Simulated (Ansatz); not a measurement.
# C2N (sextet): wave-function methods side by side, def2-TZVPP

The task here is to estimate one member of a computed series from the others.

Method: def2-TZVPP, core rule «outside noble gas», up to 3 orbitals frozen; program: Ansatz 0.2.0, Gaussian basis.

Plan: UHF; ROHF; CCSD(T) on UHF.

## The system

The geometry is a PBE0/def2-TZVP stationary point (not a proven minimum) of the parent state, kept for this charge and spin.

3 atoms, charge 0, spin multiplicity 6.

Atoms are counted from 1 here; the program's logs count them from 0.

Bond lengths: C1–C2 1.310 Å, C2–N3 1.190 Å. Angles: C1–C2–N3 180.0°.

Geometry (Å):

```
C     0.00000    0.00000    1.26987
C     0.00000    0.00000   -0.03983
N     0.00000    0.00000   -1.23003
```

The first run:

in.yaml

```yaml
crystal:
  periodic: [false, false, false]
  atoms:
    - {symbol: C, position_ang: [0.000000, 0.000000, 1.269867]}
    - {symbol: C, position_ang: [0.000000, 0.000000, -0.039833]}
    - {symbol: N, position_ang: [0.000000, 0.000000, -1.230033]}
basis:
  gaussian: {orbitals: def2-TZVPP}
magnetization: {spin_polarized: true, initial_magnetization: 5}
hamiltonian: {xc: hf}
output: {orbitals: {seedname: orbitals}}
```

Run with:

```bash
$ ansatz run in.yaml --threads 1 --pin off --events-out ev --progress --plain --max-ram 2816MiB --backend cpu
```

Among the steps run: UHF; ROHF; CCSD(T) on UHF.

One table of the session follows, with a row left open; its other results are not shown here.

```
  method  from UCCSD(T) (kJ/mol)
    ROHF                 +1015.6
     UHF                  +964.3
    UMP2                       ?
   UCCSD                   +41.9
UCCSD(T)                       0
```

**Question.** Estimate the row for UMP2.

**Answer.** from UCCSD(T) (kJ/mol): +146.2. In the column «from UCCSD(T) (kJ/mol)» it lies between UCCSD (+41.9) and UHF (+964.3).
